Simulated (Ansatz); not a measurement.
**P2H+ (triplet): from Hartree-Fock to the top rungs, cc-pVTZ**

The task here is to estimate one member of a computed series from the others.

Program: Ansatz 0.2.0, Gaussian basis. Level of theory: cc-pVTZ, core rule «outside noble gas», up to 10 orbitals frozen. These are calculated values, not measurements.

Plan: UHF; CCSD(T) on ROHF; CCSD(T) on UHF; BCCD(T) on ROHF; CCSDT(Q) on ROHF; CCSDT(Q) on UHF; CASSCF and MRCISD+Q, 10 electrons in 9 orbitals; CASSCF and NEVPT4(SD), 10 electrons in 9 orbitals; CASSCF and NEVPT2, 10 electrons in 9 orbitals.

3 further runs of the same task are left out: 3 set aside as unsound or not needed.

## The geometry

The geometry is a PBE0/def2-TZVP stationary point (not a proven minimum) of the parent state, kept for this charge and spin.

3 atoms, charge 1, spin multiplicity 3.

Atoms are counted from 1 here; the program's logs count them from 0.

Bond lengths: P1–P2 1.991 Å, P1–H3 1.433 Å. Angles: P2–P1–H3 97.2°.

Geometry (Å):

```csv
atom,x (Å),y (Å),z (Å)
P1,0.0000,-0.0767,0.9739
P2,0.0000,0.0334,-1.0140
H3,0.0000,1.3332,1.2319
```

Set-up of the first run:

Contents of in.yaml:

```yaml
crystal:
  periodic: [false, false, false]
  atoms:
    - {symbol: P, position_ang: [0.000000, -0.076741, 0.973875]}
    - {symbol: P, position_ang: [0.000000, 0.033358, -1.013963]}
    - {symbol: H, position_ang: [0.000000, 1.333150, 1.231888]}
basis:
  gaussian: {orbitals: cc-pVTZ}
total_charge: 1
magnetization: {spin_polarized: true, initial_magnetization: 2}
hamiltonian: {xc: hf}
output: {orbitals: {seedname: orbitals}}
```

Run with:

```
$ ansatz run in.yaml --threads 1 --pin off --events-out ev --progress --plain --max-ram 3968MiB --backend cpu
```

Steps of the session up to this table: UHF; CCSD(T) on ROHF; CCSD(T) on UHF; BCCD(T) on ROHF; CCSDT(Q) on ROHF; CCSDT(Q) on UHF; CASSCF and MRCISD+Q, 10 electrons in 9 orbitals; CASSCF and NEVPT4(SD), 10 electrons in 9 orbitals; CASSCF and NEVPT2, 10 electrons in 9 orbitals.

One table of the session follows, with a row left open; its other results are not shown here.

| method | from UCCSDT(Q) (kcal/mol) |
| --- | --- |
| ROHF | ? |
| UHF | +169.34 |
| RMP2 | +33.32 |
| UMP2 | +34.41 |
| RCCSD | +9.75 |
| UCCSD | +9.59 |
| RCCSD(T) | +1.73 |
| UCCSD(T) | +1.75 |
| BCCD(T) | +1.70 |
| RCCSDT | +0.53 |
| UCCSDT | +0.50 |
| RCCSDT(Q) | +0.04 |
| UCCSDT(Q) | 0 |
| CASSCF valence | +135.15 |
| NEVPT2 valence | +32.64 |
| NEVPT4(SD) valence | +5.19 |
| MRCISD valence | +14.51 |
| MRCISD+Q valence | +2.62 |

Estimate the missing values for ROHF.

**Answer.** from UCCSDT(Q) (kcal/mol): +173.95. In the column «from UCCSDT(Q) (kcal/mol)» it is the highest.

To keep in mind: Restricted and unrestricted rows rest on different reference determinants; where their highest levels disagree by more than a few hundredths of an eV, they describe different states and don't form one ladder.
